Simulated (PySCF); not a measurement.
Computed and published core binding energies of `CNC`

What was measured (core binding energies): N 1s of N2 (atom 2) 404.93 eV [1]. Sources and the comparison follow the method.

Compound: C2H7N.
Geometry (PBE0-D3(BJ)/def2-TZVP, Å), atoms numbered from 1 in this order:
```xyz
10
C2H7N angstrom
C     -1.1942   -0.0344   -0.1464
N      0.0596    0.6814   -0.1868
C      1.2001   -0.1762    0.0363
H     -1.2371   -0.7411   -0.9804
H     -2.0261    0.6630   -0.2624
H     -1.3522   -0.6110    0.7816
H      0.0514    1.4271    0.4961
H      1.2846   -0.8909   -0.7878
H      1.1473   -0.7591    0.9721
H      2.1162    0.4174    0.0528
```

Computed, not measured: delta-SCF UKS SCAN, pcX-3 on the ionised atom, pcseg-2 elsewhere, spin-free X2C in PySCF 2.14.0. Binding energies are ΔSCF values: E(core-ionised, relaxed orbitals) − E(ground state) at a fixed geometry, referred to the vacuum level.

```json
{"atom": "N2", "environment": "secondary amine nitrogen", "level": "N 1s", "this calculation (eV)": "404.81", "reference (eV)": "404.93", "difference (eV)": "-0.12", "source": "[1]"}
```

[1] measured, gas; Jolly, The use of core electron binding energies as bench marks for the comparison of valence shell ionization potentials, LBL-11396 (1980); values from Bakke, Chen, Jolly 1980

Task: How far is it from the measured entries?

Result: The one measured value differs by -0.12 eV, too little evidence for a typical error. The calculation is vertical and has no vibrational structure, and measured positions depend on the energy calibration.

Task: What does the calculation give for the levels without a reference value here?

Result: C1/C3 C 1s 291.30 eV.

The first atom of each set that the bonding makes equivalent was ionised and stands for the set. Geometry: PBE0-D3(BJ)/def2-TZVP; no solvent, vibrations or thermal averaging.
